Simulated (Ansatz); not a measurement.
A displaced shape of doublet C2H3:

```xyz
5

C    -0.0191   -0.0155   -0.6165
C     0.0037    0.0045    0.7217
H     0.0193    0.7334    1.5278
H    -0.0184   -1.0166   -1.2001
H    -0.0338    0.8589   -1.2028
```

It was optimised with PBE0/def2-SVP in Ansatz (development build ahead of 0.2.0) to forces under 0.001 eV/Å, with unrestricted orbitals. Each step stands on the lowest determinant of that kind that the program's search found.

(1) What shape does it relax to, and how does the optimisation go?

Answers

(1)

```tsv
atom	x (Å)	y (Å)	z (Å)
C	-0.0167	-0.0442	-0.6045
C	0.0069	-0.0147	0.7060
H	0.0160	0.7319	1.5007
H	-0.0200	-0.9872	-1.1659
H	-0.0343	0.8788	-1.2061
```

Bond lengths: C1–C2 1.311 Å, C2–H3 1.090 Å, C1–H4 1.097 Å, C1–H5 1.102 Å. Angles: C1–C2–H3 138.1°, C2–C1–H4 122.1°, C2–C1–H5 121.8°, H4–C1–H5 116.1°.

```json
{"step": "1", "E − E(start) (eV)": "0.0000", "largest force (eV/Å)": "2.9945"}
{"step": "2", "E − E(start) (eV)": "-0.1175", "largest force (eV/Å)": "0.8617"}
{"step": "3", "E − E(start) (eV)": "-0.1074", "largest force (eV/Å)": "0.5382"}
{"step": "4", "E − E(start) (eV)": "-0.1250", "largest force (eV/Å)": "0.0940"}
{"step": "5", "E − E(start) (eV)": "-0.1254", "largest force (eV/Å)": "0.0539"}
{"step": "6", "E − E(start) (eV)": "-0.1256", "largest force (eV/Å)": "0.0457"}
{"step": "7", "E − E(start) (eV)": "-0.1257", "largest force (eV/Å)": "0.0099"}
{"step": "8", "E − E(start) (eV)": "-0.1257", "largest force (eV/Å)": "0.0050"}
{"step": "9", "E − E(start) (eV)": "-0.1257", "largest force (eV/Å)": "0.0019"}
{"step": "10", "E − E(start) (eV)": "-0.1257", "largest force (eV/Å)": "0.0007"}
```

The optimisation ended after 10 steps with its threshold met.
